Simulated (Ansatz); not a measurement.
Basis-set extrapolation for C3H5F3 (`CC(F)C(F)F`) (PBE0-D4/def2-TZVP geometry, frozen core, the Gaussian-basis code of Ansatz). Multiplicity 1, RHF reference.

|  | def2-TZVPP | def2-QZVPP |
| --- | --- | --- |
| HF | -415.012670 | -415.030790 |
| MP2 correlation | -1.250922 | -1.356836 |
| CCSD(T) correlation | -1.322690 | not run |

Energies in hartree. Use E(X) = E(∞) + A·exp(−7.88·√X) for Hartree–Fock and E(X) = E(∞) + B·X^(−2.97) for correlation, with X = 3 and 4, and add CCSD(T) minus MP2 of the smaller set to the MP2 limit.

Question: What is the CCSD(T) energy at the basis-set limit?

Answer: HF limit: -415.030790 + (-0.018120) × 0.13774 = -415.03329. MP2 limit: -1.356836 + (-0.105914) × 0.74074 = -1.43529. Higher-order term: -1.322690 − (-1.250922) = -0.07177. Total: -416.54035 hartree, 538.2 kJ/mol below CCSD(T)/def2-TZVPP.
